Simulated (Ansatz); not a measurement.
**HCl (singlet): the correlation ladder at distance Cl1–H2 = 2.329 Å, cc-pVDZ**

How much of the correlation energy of HCl (singlet) does each wave-function method recover here?

Method: cc-pVDZ, core rule «outside noble gas», up to 5 orbitals frozen; program: Ansatz 0.2.0, Gaussian basis.

The runs, in order: UHF; CCSD(T) on RHF; CCSD(T) on UHF; BCCD(T) on RHF; CISD; CCSDT(Q) on RHF; CCSDT(Q) on UHF; CISDTQ; CCSDTQ on RHF; CCSDTQ on UHF; CASSCF and MRCISD+Q, 2 electrons in 2 orbitals; CASSCF and NEVPT2, 2 electrons in 2 orbitals; CASSCF and MRCISD+Q, 8 electrons in 5 orbitals; CASSCF and NEVPT2, 8 electrons in 5 orbitals; Full CI.

17 further runs of the same task are left out: 12 that didn't finish, 5 set aside as unsound or not needed.

## 1. The system

The geometry derives from a PBE0/def2-TZVP stationary point (not a proven minimum). One bond is set to the value named and the two fragments are kept rigid.

2 atoms, charge 0, spin multiplicity 1.

Atoms are counted from 1 here; the program's logs count them from 0.

No contacts short enough for the rule that draws bonds.

## 2. UHF

in.yaml

```yaml
crystal:
  periodic: [false, false, false]
  atoms:
    - {symbol: Cl, position_ang: [0.000000, 0.000000, 0.000000]}
    - {symbol: H, position_ang: [0.000000, 0.000000, 2.329000]}
basis:
  gaussian: {orbitals: cc-pVDZ}
magnetization: {spin_polarized: true, initial_magnetization: 0}
hamiltonian: {xc: hf}
output: {orbitals: {seedname: orbitals}}
```

Run with:

```sh
$ ansatz run in.yaml --threads 1 --pin off --events-out ev --progress --plain --max-ram 2393MiB
```

After this run come: CCSD(T) on RHF; CCSD(T) on UHF; BCCD(T) on RHF; CISD; CCSDT(Q) on RHF; CCSDT(Q) on UHF; CISDTQ; CCSDTQ on RHF; CCSDTQ on UHF; CASSCF and MRCISD+Q, 2 electrons in 2 orbitals; CASSCF and NEVPT2, 2 electrons in 2 orbitals; CASSCF and MRCISD+Q, 8 electrons in 5 orbitals; CASSCF and NEVPT2, 8 electrons in 5 orbitals; Full CI.

Q: Predict the results of all the runs planned. Wanted: FCI below the RHF energy; RMP2 from FCI; UMP2 from FCI; RCCSD from FCI; RCCSD(T) from FCI; UCCSD(T) from FCI; RCCSDT(Q) from FCI; UCCSDT(Q) from FCI; NEVPT2 pair from FCI.

As calculated:

| quantity | value |
| --- | --- |
| FCI below the RHF energy | -5.7500 eV |
| RMP2 from FCI | +1170.9 meV |
| UMP2 from FCI | +977.8 meV |
| RCCSD from FCI | +258.9 meV |
| RCCSD(T) from FCI | +24.9 meV |
| UCCSD(T) from FCI | +157.9 meV |
| RCCSDT(Q) from FCI | -1.0 meV |
| UCCSDT(Q) from FCI | -0.8 meV |
| NEVPT2 pair from FCI | +459.5 meV |
| MRCISD+Q pair from FCI | -14.2 meV |
| NEVPT2 valence from FCI | +844.8 meV |
| levels within 1 kcal/mol (43 meV) | RCCSD(T), BCCD(T), RCCSDT, UCCSDT, CISDTQ, RCCSDT(Q), UCCSDT(Q), RCCSDTQ, UCCSDTQ, MRCISD+Q pair, MRCISD+Q valence |
| T1 diagnostic | 0.030 |
| effectively unpaired electrons | 0.66 |

**Reading.** RCCSD(T) misses by +24.9 meV, 0.4 % of the correlation energy. CCSD(T) misses by +24.9 meV on the restricted determinant and by +157.9 meV on the unrestricted one; the two need not hold the same state or core. MRCISD+Q pair, MRCISD+Q valence fall below full CI: the +Q correction isn't variational, and the cores differ from full CI's. The occupations show some static correlation. Of the multireference levels listed MRCISD+Q valence comes nearest in total energy (-13.4 meV), which doesn't show that its space is the better one. These misses are within one basis, not against nature.
